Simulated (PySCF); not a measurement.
Stepwise substitution at one centre (C F-SH). Isolated molecules, 0 K electronic values unless said otherwise. One relaxed conformer stands for each flexible species; it need not be the lowest. Strings in code marks are SMILES.

The HOMO from two functionals at the same geometries (CAM-B3LYP-D3(BJ)/def2-TZVP), both in PySCF: PBE-D3(BJ)/def2-TZVP and CAM-B3LYP-D3(BJ)/def2-TZVP. 

```csv
species,CAM-B3LYP-D3(BJ)/def2-TZVP (eV)
0 of 4 F replaced by SH (`FC(F)(F)F`),-14.23
1 of 4 F replaced by SH (`FC(F)(F)S`),-9.65
"2 of 4 F replaced by SH (`FC(F)(S)S` (S–C–S–H torsion -65°, S–C–S–H torsion 65°))",-8.78
3 of 4 F replaced by SH (`FC(S)(S)S`),-8.74
```

Problem. What does PBE-D3(BJ)/def2-TZVP give for each?

Solution. 
- 0 of 4 F replaced by SH (`FC(F)(F)F`): -10.32
- 1 of 4 F replaced by SH (`FC(F)(F)S`): -6.84
- 2 of 4 F replaced by SH (`FC(F)(S)S` (S–C–S–H torsion -65°, S–C–S–H torsion 65°)): -6.12
- 3 of 4 F replaced by SH (`FC(S)(S)S`): -6.14
Over these rows, drawn at random from the members with no instability flagged (it was tested for open shells, ions and some series alone), PBE minus CAM-B3LYP-D3(BJ): mean +2.99 eV, from +2.59 eV to +3.91 eV.
